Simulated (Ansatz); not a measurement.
A run of Ansatz (development build ahead of 0.2.0) on singlet C3H6 at this shape:

```xyz
9

C     0.8654    0.0076    0.0030
C    -0.4321    0.7528   -0.0026
C    -0.4312   -0.7445   -0.0017
H     1.4539    0.0094    0.9207
H    -0.7267    1.2630    0.9215
H    -0.7226   -1.2682    0.9174
H     1.4511   -0.0029   -0.9196
H    -0.7339    1.2565   -0.9261
H    -0.7328   -1.2557   -0.9266
```

Its results:

```json
{
  "Converged": "yes",
  "Total energy": "-116.97663 hartree",
  "Spin squared of the determinant": "0.000"
}
```

(1) Which input gives this output? Name the method, the orbitals and the basis set, and write the input.

Results:

(1) RHF in def2-SVP. An unrestricted run that stays on the closed shell gives the same numbers.

```yaml
crystal:
  periodic: [false, false, false]
  atoms:
    - { symbol: C, position_ang: [0.86539, 0.00755, 0.00303] }
    - { symbol: C, position_ang: [-0.43215, 0.75282, -0.0026] }
    - { symbol: C, position_ang: [-0.43122, -0.74446, -0.00174] }
    - { symbol: H, position_ang: [1.45387, 0.00942, 0.92068] }
    - { symbol: H, position_ang: [-0.72672, 1.26296, 0.92153] }
    - { symbol: H, position_ang: [-0.72256, -1.26818, 0.91741] }
    - { symbol: H, position_ang: [1.45108, -0.0029, -0.91957] }
    - { symbol: H, position_ang: [-0.73394, 1.25652, -0.92612] }
    - { symbol: H, position_ang: [-0.73282, -1.25566, -0.92664] }
basis:
  gaussian: { orbitals: def2-SVP }
hamiltonian:
  xc: hf
```
